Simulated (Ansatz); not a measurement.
**A geometry optimisation of CH2Cl2 with BLYP-D3(BJ)/def2-SVP**

The starting geometry of this gas-phase triplet was optimised with GFN2-xTB as a singlet.

```
atom    x (Å)    y (Å)    z (Å)
   C  -0.5541  -1.0766  -0.1085
  Cl   0.2129  -1.4950  -1.6564
  Cl   0.5288   0.3498   0.5938
   H  -1.4518  -0.4934  -0.3918
   H   1.4018  -0.4100   1.1564
```

Task: Predict what becomes of its bonds when it is optimised with BLYP-D3(BJ)/def2-SVP.

Result: It loosens into CH2Cl + Cl, which stay close as a complex. Distances that change by over a tenth: Cl3–H5 (1.29 → 1.91 Å). Contacts that open: C1–Cl3 (1.92 → 2.99 Å). Contacts that close: C1–H5 (2.42 → 1.14 Å).

The energy falls by 3.31 eV over 25 steps:

```csv
step,E − E(last) (eV)
1,3.311
4,0.725
6,0.529
9,0.490
12,0.422
14,0.373
17,0.136
20,0.006
22,0.000
25,0.000
```

Final geometry (Å):

| atom | x (Å) | y (Å) | z (Å) |
| --- | --- | --- | --- |
| C | -0.3540 | -0.9382 | -0.3215 |
| Cl | 0.1870 | -1.8371 | -1.6632 |
| Cl | 1.3135 | 0.6512 | 1.5924 |
| H | -1.4271 | -0.7357 | -0.1909 |
| H | 0.4182 | -0.2654 | 0.1767 |

No frequencies were run, so the end isn't proven a minimum. Open shells are spin-unrestricted. The triplet needn't be the ground state. Run with Ansatz 0.2.0, 2.4 min on 1 thread of AMD EPYC (Zen 3) (shared host).
